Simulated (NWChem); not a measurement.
**CH3BO (Borane carbonyl) at 4 levels**

Aim: a comparison of 4 runs (HF/STO-3G, HF/3-21G, B3LYP/6-31G*) of CH3BO (Borane carbonyl). 

The calculation is run with NWChem 7.3.0.

2 further runs of the same task are left out: 1 that didn't finish, 1 set aside as unsound or not needed.

## (1) The system as given

CH3BO: 6 atoms, total charge 0, spin state singlet. SMILES: `[BH3-]C#[O+]`. The shape is that of a PBE0-D4/def2-TZVP optimisation.

Bond lengths: B1–C2 1.512 Å, C2–O3 1.127 Å, B1–H4 1.209 Å, B1–H5 1.209 Å, B1–H6 1.209 Å. Angles: B1–C2–O3 179.9°, C2–B1–H4 104.6°, C2–B1–H5 104.5°, C2–B1–H6 104.5°, H4–B1–H5 113.9°, H4–B1–H6 113.9°, H5–B1–H6 113.9°.

## (2) Energy and forces at HF/STO-3G (run 1)

mymol.nw reads:

```
start mymol
title "Borane carbonyl"
memory stack 880 mb heap 220 mb global 1100 mb
charge 0

geometry units angstrom noautosym nocenter noautoz
  B    -0.275160    0.419730   -0.199910
  C     0.494180   -0.755680    0.359250
  O     1.068320   -1.631140    0.776320
  H    -1.437140    0.121710   -0.050320
  H     0.069540    0.485120   -1.356800
  H     0.080260    1.360240    0.471460
end

basis spherical bse
  * library STO-3G
end

scf
  thresh 1e-08
  maxiter 80
end

task scf gradient
```

Started as:

```bash
$ nwchem mymol.nw > mymol.out
```

The program printed:

```text
[...]
  functions       =    18
[...]
  wavefunction    = RHF
[...]
         Total SCF energy =   -137.323427191862
      One-electron energy =   -298.582492337384
      Two-electron energy =    104.428810543123
 Nuclear repulsion energy =     56.830254602398
        Time for solution =      0.3s
[...]
                         RHF ENERGY GRADIENTS
    atom               coordinates                        gradient
                 x          y          z           x          y          z
   1 B      -0.519977   0.793175  -0.377775    0.029927  -0.045877   0.021766
   2 C       0.933865  -1.428028   0.678884    0.009275  -0.014012   0.006725
   3 O       2.018832  -3.082408   1.467032   -0.029358   0.044780  -0.021329
   4 H      -2.715801   0.229999  -0.095091   -0.026518  -0.007232   0.003623
   5 H       0.131412   0.916744  -2.563980    0.008202   0.001111  -0.026454
   6 H       0.151669   2.570481   0.890930    0.008472   0.021229   0.015669
[...]
```

It took 1.1 s on 1 thread of Intel Xeon Platinum 8488C (Sapphire Rapids), shared host; peak memory 0.099 GiB.

## (3) Energy and forces at HF/3-21G (run 2)

run.nw reads:

```
start run
title "CH3BO"
memory 2200 mb

geometry units angstroms noautosym nocenter noautoz
 B     -0.275160     0.419730    -0.199910
 C      0.494180    -0.755680     0.359250
 O      1.068320    -1.631140     0.776320
 H     -1.437140     0.121710    -0.050320
 H      0.069540     0.485120    -1.356800
 H      0.080260     1.360240     0.471460
end

basis spherical bse
 * library 3-21G
end

scf
 thresh 1e-08
 maxiter 80
 print medium
end

task scf gradient
```

Started as:

```bash
$ nwchem run.nw > run.out
```

The program printed:

```text
[...]
  functions       =    33
[...]
  wavefunction    = RHF
[...]
         Total SCF energy =   -138.351274639286
      One-electron energy =   -298.846453095775
      Two-electron energy =    103.664923854091
 Nuclear repulsion energy =     56.830254602398
        Time for solution =      0.4s
[...]
                         RHF ENERGY GRADIENTS
    atom               coordinates                        gradient
                 x          y          z           x          y          z
   1 B      -0.519977   0.793175  -0.377775    0.014000  -0.021426   0.010177
   2 C       0.933865  -1.428028   0.678884   -0.019739   0.030160  -0.014344
   3 O       2.018832  -3.082408   1.467032    0.003077  -0.004651   0.002229
   4 H      -2.715801   0.229999  -0.095091   -0.001324  -0.002495   0.001203
   5 H       0.131412   0.916744  -2.563980    0.001972  -0.001728  -0.001628
   6 H       0.151669   2.570481   0.890930    0.002015   0.000141   0.002362
[...]
```

Wall time 1.3 s (1 thread of Intel Xeon Platinum 8488C (Sapphire Rapids), shared host); peak memory 0.099 GiB.

Run 3 isn't shown in full; the table further down has it.

## (4) Energy and gradient at B3LYP/6-31G(d) (Cartesian functions) (run 4)

mymol.nw reads:

```
start mymol
title "CH3BO gradient"
memory 2200 mb

geometry units angstroms noautosym nocenter noautoz
  B       -0.275160       0.419730      -0.199910
  C        0.494180      -0.755680       0.359250
  O        1.068320      -1.631140       0.776320
  H       -1.437140       0.121710      -0.050320
  H        0.069540       0.485120      -1.356800
  H        0.080260       1.360240       0.471460
end

basis
  B library 6-31G*
  C library 6-31G*
  O library 6-31G*
  H library 6-31G*
end

dft
  xc b3lyp
  grid xfine
  convergence energy 1e-08
  iterations 100
  mulliken
  noprint "final vectors analysis"
end

task dft gradient
```

Started as:

```bash
$ nwchem mymol.nw > mymol.out
```

The program printed:

```text
[...]
          Wavefunction type:  closed shell.
          No. of atoms     :     6
          No. of electrons :    22
[...]
          Charge           :     0
          Spin multiplicity:     1
[...]
          AO basis - number of functions:    51
[...]
              XC Information
              --------------
                         B3LYP Method XC Potential
                     Hartree-Fock (Exact) Exchange  0.200
                        Slater Exchange Functional  0.800 local
                    Becke 1988 Exchange Functional  0.720 non-local
              Lee-Yang-Parr Correlation Functional  0.810
                  VWN I RPA Correlation Functional  0.190 local
[...]
 d= 0,ls=0.0,diis     1   -139.8883911702 -1.97D+02  1.97D-02  6.91D-01     1.4
[...]
 d= 0,ls=0.0,diis    10   -139.9705922430 -5.54D-09  4.45D-07  1.57D-09    12.0
         Total DFT energy =     -139.970592242981
      One electron energy =     -300.727897120459
           Coulomb energy =      123.029847558606
    Exchange-Corr. energy =      -19.102797283526
 Nuclear repulsion energy =       56.830254602398
[...]
  wavefunction    = closed shell
                         DFT ENERGY GRADIENTS
    atom               coordinates                        gradient
                 x          y          z           x          y          z
   1 B      -0.519977   0.793175  -0.377775    0.002791  -0.004287   0.002030
   2 C       0.933865  -1.428028   0.678884    0.012832  -0.019550   0.009322
   3 O       2.018832  -3.082408   1.467032   -0.017240   0.026314  -0.012527
   4 H      -2.715801   0.229999  -0.095091    0.000814  -0.000658   0.000310
   5 H       0.131412   0.916744  -2.563980    0.000397  -0.000776   0.000688
   6 H       0.151669   2.570481   0.890930    0.000406  -0.001044   0.000178
[...]
```

Wall time 15 s (1 thread of Intel Xeon Platinum 8488C (Sapphire Rapids), shared host); peak memory 0.13 GiB.

## (5) Overview of the runs

```csv
run,level,iteration cap,module,energy (Eh),dipole moment (D),largest force (eV/Å),wall time
1,HF/STO-3G,80,scf,-137.323427,2.86,3.031,1.1 s
2,HF/3-21G,80,scf,-138.351275,1.84,1.995,1.3 s
3,B3LYP/6-31G* (spherical functions),100,dft,-139.967890,1.54,1.777,14 s
4,B3LYP/6-31G* (Cartesian functions),100,dft,-139.970592,1.53,1.741,15 s
```

## (6) Summary of results

| quantity | value |
| --- | --- |
| run 4: total energy | -139.97059 Eh |
| run 4: dipole moment | 1.53 D |
| run 4: largest force on an atom | 1.741 eV/Å |

What this shows: The dipole moment (its size) runs from 1.53 D (B3LYP/6-31G*) to 2.86 D (HF/STO-3G). The two ends differ in method and basis. In run 1 the basis is minimal, so the values are rough. All runs together took 32 s, the longest 15 s.
